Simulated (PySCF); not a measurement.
An element was calculated at UHF (PySCF 2.14, spin-free X2C, a double-zeta basis, no spin-orbit coupling), in the ground configurations that NIST lists.

* first ionisation energy: 15.622 eV
* second ionisation energy: 33.371 eV
* third ionisation energy: 62.125 eV

Task: Which element is it?

Result: Fluorine (F, Z = 9), in Sapporo-DZP-2012. NIST lists 17.423, 34.971, 62.708 eV for these ionisation energies.
